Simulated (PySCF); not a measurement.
Working with the constants of LiC⁻

UHF-CCSD(T) constants of LiC⁻, ⁵Σ⁻ (quintet), unpaired electrons σ ↑↑, π ↑↑ (Li def2-SVPD, C def2-SVPD; no relativity (PySCF 2.14); masses 7.0160 and 12.0000 u):

```
ωe   : 567.1 cm⁻¹
ωexe : 6.13 cm⁻¹
Be   : 0.96602 cm⁻¹
αe   : 0.0172 cm⁻¹
```

(1) What force constant and bond length do these constants imply?

(2) Estimate the centrifugal constant D from the Kratzer relation and find the Dunham coefficient a1.

Correlated steps freeze 1 core orbital. The state is the lowest determinant that a PBE0 search found; another state may lie lower at other levels.

Results:

(1) Reduced mass μred = 4.4274 u; k = 5.8918×10⁻⁷·μred·ωe² (u, cm⁻¹, mdyn/Å) = 0.839 mdyn/Å; Re = √(16.8576/(μred·Be)) (u, cm⁻¹, Å) = 1.985 Å.

(2) D = 4Be³/ωe² = 1.12e-05 cm⁻¹; a1 = −1 − αeωe/(6Be²) = -2.74.
